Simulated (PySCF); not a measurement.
Ligands exchanged one at a time, Al F-Cl. Isolated molecules, 0 K electronic values unless said otherwise. Strings in code marks are SMILES.

The dipole moment from two functionals at the same geometries (ωB97X-D3(BJ)/def2-TZVP), both in PySCF: PBE-D3(BJ)/def2-TZVP and ωB97X-D3(BJ)/def2-TZVP. 

| species | PBE-D3(BJ)/def2-TZVP (D) |
|---|---|
| 0 of 3 F replaced by Cl | 0.01 |
| 1 of 3 F replaced by Cl (`[F][Al]([F])[Cl]`) | 0.49 |
| 2 of 3 F replaced by Cl | 0.48 |
| 3 of 3 F replaced by Cl (`[Cl][Al]([Cl])[Cl]`) | 0.00 |

Q: What does ωB97X-D3(BJ)/def2-TZVP give for each?

A: 
- 0 of 3 F replaced by Cl: 0.01
- 1 of 3 F replaced by Cl (`[F][Al]([F])[Cl]`): 0.43
- 2 of 3 F replaced by Cl: 0.42
- 3 of 3 F replaced by Cl (`[Cl][Al]([Cl])[Cl]`): 0.00
Over these rows, drawn at random from the members with no instability flagged (it was tested for open shells, ions and some series alone), PBE minus ωB97X-D3(BJ): mean +0.03 D, from 0.00 D to +0.06 D.
